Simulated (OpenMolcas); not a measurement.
**CCSD(T)/6-31G run of NO+ (nitrosonium)**

What is the vertical electron affinity of NO+ (nitrosonium) at CCSD(T)/6-31G? 

The results are computed with OpenMolcas 26.06.

2 further runs of the same task are left out: 2 for a known fault of the program.

### 1 The molecule

The species is NO+ (2 atoms), meant as a singlet with charge +1. SMILES: `N#[O+]`. The bond length is the measured one.

Bond lengths: N1–O2 1.063 Å.

### 2 The energy at CCSD(T)/6-31G

job.inp

```
* NO CCSD(T)

&GATEWAY
  BasLib=$CurrDir
  Coord
  2
  angstrom
  N        0.000000       0.000000       0.000000
  O        0.000000       0.000000       1.063220
  Basis=6-31G
  Group=NoSym

&SEWARD

&SCF
  Charge=1
  PrOrbitals=1 1

&RASSCF
  FileOrb=$Project.ScfOrb
  Spin=1
  Nactel=0 0 0
  Inactive=7
  Ras2=0
  OutOrbitals=Canonical
  OrbListing=Nothing

&MOTRA
  JobIph
  Frozen=2

&CCSDT
  CCT
  Triples=2
  Iterations=50
  Extrapolation=5 4
```

The basis set 6-31G is read from a file made from the Basis Set Exchange's data (not shown).

Command:

```console
$ export MOLCAS_MEM=1860
$ pymolcas job.inp > job.log
```

What it wrote:

```text
--- Start Module: gateway ---
[...]
--- Stop Module: gateway /rc=_RC_ALL_IS_WELL_ ---
[...]
      Basis functions           18
[...]
       Convergence after  13 Iterations
[...]
::    Total SCF energy                               -128.8008263990
[...]
      Total spin, S                                     0.0000000000
[...]
      Number of active orbitals                  0
[...]
      Spin quantum number                      0.0
[...]
      Active orbitals                            0
[...]
      Number of CSFs                             1
[...]
      Number of root(s) required                 1
[...]
      Convergence after  4 iterations
[...]
      Natural orbitals and occupation numbers for root  1
      ************************************************************************************************************************
      *                                                    Final results                                                     *
      ************************************************************************************************************************
[...]
::    RASSCF root number  1 Total energy:   -128.80082640
[...]
      Total electronic charge=   14.000000
      Total            charge=    1.000000
[...]
      Dipole Moment (debye):
      Origin of the operator (angstrom)=    0.0000    0.0000    0.5669
                   X=  4.1361E-16               Y= -5.1032E-16               Z= -8.4980E-01           Total=  8.4980E-01
      Center of Charge (angstrom)
[...]
--- Start Module: motra ---
[...]
      *** WARNING: Default frozen orbitals is overwritten by user input.
      *** Default values:   2
[...]
--- Stop Module: motra /rc=_RC_ALL_IS_WELL_ ---
--- Start Module: ccsdt ---
[...]
      Convergence after                    12  Iterations
      Total energy (diff) :    -129.05004335       0.00000004
[...]
 METHOD                       : CCSD+T(CCSD)+<T3(1)WT1> = CCSD(T)
[...]
       CCSD     =      -129.0500433460935
[...]
--- Stop Module: ccsdt /rc=_RC_ALL_IS_WELL_ ---
[...]
```

Run time: 2.2 s. Hardware: 1 thread of Arm Neoverse V1, shared host; peak memory 0.37 GiB.

### 3 Doublet neutral NO at the same level

job.input

```
* NO CCSD(T)
&gateway
baslib = $CurrDir
coord
2
angstrom
N        0.000000       0.000000       0.000000
O        0.000000       0.000000       1.063220
basis = 6-31G
group = NoSym
&seward
&scf
uhf
spin = 2
prorbitals = 1 1
&rasscf
fileorb = $Project.UnaOrb
spin = 2
nactel = 1 0 0
inactive = 7
ras2 = 1
outorbitals = Canonical
orblisting = Nothing
&motra
jobiph
frozen = 2
&ccsdt
cct
triples = 3
iterations = 50
extrapolation = 5 4
```

The basis set 6-31G is read from a file made from the Basis Set Exchange's data (not shown).

Command:

```console
$ export MOLCAS_MEM=1860
$ pymolcas job.input > job.log
```

What it wrote:

```text
--- Start Module: gateway ---
[...]
--- Stop Module: gateway /rc=_RC_ALL_IS_WELL_ ---
[...]
      Basis functions           18
[...]
       Convergence after  14 Iterations
[...]
::    Total SCF energy                               -129.1544067999
[...]
      Total spin, S                                     0.5049013769
[...]
      Number of active orbitals                  1
[...]
      Spin quantum number                      0.5
[...]
      Active orbitals                            1
[...]
      Number of CSFs                             1
[...]
      Number of root(s) required                 1
[...]
      Convergence after 10 iterations
[...]
      printout of CI-coefficients larger than  0.05 for root  1
      energy=    -129.150640
      conf/sym  1     Coeff  Weight
             1  u   1.00000 1.00000
      Natural orbitals and occupation numbers for root  1
      sym 1:   1.000000
      ************************************************************************************************************************
      *                                                    Final results                                                     *
[...]
::    RASSCF root number  1 Total energy:   -129.15063979
[...]
      Total electronic charge=   15.000000
      Total            charge=   -0.000000
[...]
      Dipole Moment (debye):
      Origin of the operator (angstrom)=    0.0000    0.0000    0.5669
                   X=  1.1074E-13               Y=  6.6030E-13               Z= -1.7294E-01           Total=  1.7294E-01
      Quadrupole Moment (debye*angstrom):
[...]
--- Start Module: motra ---
[...]
      *** WARNING: Default frozen orbitals is overwritten by user input.
      *** Default values:   2
[...]
--- Stop Module: motra /rc=_RC_ALL_IS_WELL_ ---
--- Start Module: ccsdt ---
[...]
      Convergence after                    12  Iterations
      Total energy (diff) :    -129.36318221      -0.00000000
[...]
 METHOD                       : CCSD+T(CCSD)+<T3(1)WT1>+<T3(1)UT2> = CCSD(T)
[...]
       CCSD     =      -129.3631822119861
[...]
--- Stop Module: ccsdt /rc=_RC_ALL_IS_WELL_ ---
[...]
```

Wall time 2.5 s (1 thread of Arm Neoverse V1, shared host); peak memory 0.37 GiB.

### 4 Results

At CCSD(T)/6-31G, 2 core orbitals frozen:

| quantity | value |
| --- | --- |
| singlet NO+: total energy | -129.05954 Eh |
| singlet NO+: HOMO energy (Hartree–Fock orbitals) | -31.08 eV |
| singlet NO+: LUMO energy (Hartree–Fock orbitals) | -8.52 eV |
| singlet NO+: HOMO–LUMO gap (Hartree–Fock orbitals) | 22.56 eV |
| singlet NO+: correlation energy (2 core orbitals frozen) | -258.7 mEh |
| singlet NO+: (T) correction | -9.50 mEh |
| doublet neutral NO: total energy | -129.36917 Eh |
| doublet neutral NO: (T) correction | -5.99 mEh |
| vertical electron affinity (to the doublet neutral) | 8.425 eV |

**Reading.** At fixed nuclei the extra electron is bound by 8.43 eV (194 kcal/mol). The triples (singlet NO+) make up 3.7 % of the correlation energy.
